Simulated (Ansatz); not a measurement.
## hcp Tl

Calculation: PBEsol+SOC in Ansatz (plane waves, PAW).

Run with plane-wave cutoff 520 eV, 18×18×10 k mesh (along the axes of the cell as run), Fermi–Dirac smearing 0.05 eV, PAW data made under PBE.

Cell: relaxed at this level.

```yaml
volume_per_atom: 28.14 Å³/atom
bulk_modulus: 37.6 GPa
lattice_parameter_a: 3.441 Å
c axis length: 5.488 Å
band_gap: zero (no gap)
pressure derivative B′ of the bulk modulus: 5.5
```

Measured, for comparison: bulk modulus 37.4 GPa (copied from a table, unchecked, extrapolated to 0 K and zero-point effects removed; as tabulated in Lejaeghere et al. (2013), arXiv:1204.2733); lattice constant a 3.457 Å, lattice parameter c 5.525 Å (293 K, not corrected to a static lattice; as tabulated in Wikipedia's data pages). Computed (rounded) less measured: bulk modulus not scored (unchecked), lattice constant a -0.5 %, lattice parameter c -0.7 %. A static lattice is as a rule a little smaller and stiffer than an uncorrected measurement, which narrows the difference in the lattice constant a, lattice parameter c and would widen misses of the other sign.

Note: the bulk modulus comes from volumes at which shape and atoms were relaxed.

Computing time: around 24 core-minutes (rough).

Ansatz is an electronic-structure program.
